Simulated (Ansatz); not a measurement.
# Al₂H₃ (quartet): the correlation ladder, cc-pVDZ

An exercise on one series of results from a longer session: the logs are not shown, and one member is left open.

The runs use Ansatz 0.2.0, Gaussian basis; cc-pVDZ, core rule «outside noble gas», up to 10 orbitals frozen.

To be run: UHF; CCSD(T) on ROHF; CCSD(T) on UHF; BCCD(T) on ROHF; CISD; CCSDT(Q) on ROHF; CCSDT(Q) on UHF; CASSCF and MRCISD+Q, 9 electrons in 11 orbitals; CASSCF and NEVPT2, 9 electrons in 11 orbitals.

24 further runs of the same task are left out: 2 for a known fault of the program, 8 that didn't finish, 14 set aside as unsound or not needed.

## What is computed

The geometry is a PBE0/def2-TZVP stationary point (not a proven minimum) of the parent state, kept for this charge and spin.

5 atoms, charge 0, spin multiplicity 4.

Atoms are counted from 1 here; the program's logs count them from 0.

Bond lengths: Al1–Al2 2.456 Å, Al1–H3 1.587 Å, Al1–H4 1.587 Å, Al2–H5 1.589 Å. Angles: Al2–Al1–H3 117.8°, Al2–Al1–H4 117.8°, H3–Al1–H4 124.5°, Al1–Al2–H5 180.0°.

As a file:

```
Al    0.0000    0.0000    1.2080
Al    0.0000    0.0000   -1.2475
H     0.0000    1.4042    1.9470
H     0.0000   -1.4042    1.9470
H     0.0000    0.0000   -2.8369
```

Set-up of the first run:

Contents of in.yaml:

```yaml
crystal:
  periodic: [false, false, false]
  atoms:
    - {symbol: Al, position_ang: [0.000000, 0.000000, 1.208018]}
    - {symbol: Al, position_ang: [0.000000, 0.000000, -1.247506]}
    - {symbol: H, position_ang: [0.000000, 1.404177, 1.946978]}
    - {symbol: H, position_ang: [0.000000, -1.404176, 1.946978]}
    - {symbol: H, position_ang: [0.000000, 0.000000, -2.836903]}
basis:
  gaussian: {orbitals: cc-pVDZ}
magnetization: {spin_polarized: true, initial_magnetization: 3}
hamiltonian: {xc: hf}
output: {orbitals: {seedname: orbitals}}
```

Command:

```
$ ansatz run in.yaml --threads 1 --pin off --events-out ev --progress --plain --max-ram 2393MiB
```

Steps of the session up to this table: UHF; CCSD(T) on ROHF; CCSD(T) on UHF; BCCD(T) on ROHF; CISD; CCSDT(Q) on ROHF; CCSDT(Q) on UHF; CASSCF and MRCISD+Q, 9 electrons in 11 orbitals; CASSCF and NEVPT2, 9 electrons in 11 orbitals.

One of the session's tables, all rows but one given; the rest of the session is left out.

```
          method  from UCCSDT(Q) (kJ/mol)
            ROHF                        ?
             UHF                   +382.7
            RMP2                   +111.0
            UMP2                   +110.7
            CISD                    +37.6
           RCCSD                    +14.6
           UCCSD                    +14.6
        RCCSD(T)                     +4.6
        UCCSD(T)                     +4.6
         BCCD(T)                     +4.5
          RCCSDT                     +0.4
          UCCSDT                     +0.4
       RCCSDT(Q)                     +0.1
       UCCSDT(Q)                        0
  CASSCF valence                   +231.9
  NEVPT2 valence                    +75.0
  MRCISD valence                    +16.9
MRCISD+Q valence                     +3.6
```

Q: Estimate the row for ROHF from the others.

**Answer.** from UCCSDT(Q) (kJ/mol): +385.6. In the column «from UCCSDT(Q) (kJ/mol)» it is the highest.

Among the levels timed on like hardware and quicker than the yardstick, those that no quicker one beats, quickest first: BCCD(T) (2.1 s, +4.5 kJ/mol); MRCISD+Q valence (16 s, +3.6 kJ/mol).

Caveats from the session: Of the multireference levels listed MRCISD+Q valence comes nearest in total energy (+3.6 kJ/mol), which doesn't show that its space is the better one. Restricted and unrestricted rows rest on different reference determinants; where their highest levels disagree by more than a few hundredths of an eV, they describe different states and don't form one ladder.
